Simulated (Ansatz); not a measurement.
Basis-set extrapolation for C₆H₁₀ (`C=CCCC=C`) (PBE0-D4/def2-TZVP geometry, frozen core, the Gaussian-basis code of Ansatz). Multiplicity 1, RHF reference.

```
                      def2-TZVPP   def2-QZVPP
                 HF  -233.073676  -233.084303
    MP2 correlation    -0.996162    -1.058746
CCSD(T) correlation    -1.099293      not run
```

Energies in hartree. Use E(X) = E(∞) + A·exp(−7.88·√X) for Hartree–Fock and E(X) = E(∞) + B·X^(−2.97) for correlation, with X = 3 and 4, and add CCSD(T) minus MP2 of the smaller set to the MP2 limit.

Task: What is the CCSD(T) energy at the basis-set limit?

Result: HF limit: -233.084303 + (-0.010627) × 0.13774 = -233.08577. MP2 limit: -1.058746 + (-0.062584) × 0.74074 = -1.10510. Higher-order term: -1.099293 − (-0.996162) = -0.10313. Total: -234.29400 hartree, 75.9 kcal/mol below CCSD(T)/def2-TZVPP.
